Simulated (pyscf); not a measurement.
HO–GeH₂–O–GeH₃ + hydrogen (H₂) → H₃Ge–O–GeH₃ + water (H₂O), a four-centre exchange (singlet surface; Ge–O, H–H broken, Ge–H, H–O formed). Structures and frequencies: ωB97X-D3(BJ)/def2-SVP in PySCF. Energies in kcal/mol from the separated reactants.

Small-basis levels: PySCF, no dispersion term, spherical d functions. 

Task: Quick MP2/6-31G*+LANL2DZ single points give ΔE‡ = 63.1 kcal/mol and ΔE = +17.8 kcal/mol. What does ωB97M-D3(BJ)/def2-TZVP give, and how far is the quick result from it?

Result: ωB97M-D3(BJ)/def2-TZVP gives ΔE‡ = 48.7 kcal/mol and ΔE = +6.4 kcal/mol. MP2/6-31G*+LANL2DZ lies 14.4 kcal/mol over it in the barrier and 11.4 kcal/mol over it in the reaction energy, so on this step it does not hold to within 3.0 kcal/mol. ωB97M-D3(BJ)/def2-TZVP has limits of its own. This is the saddle that the search found; another between the same sides may lie lower. In the def2 sets elements up to Kr have no core potential.
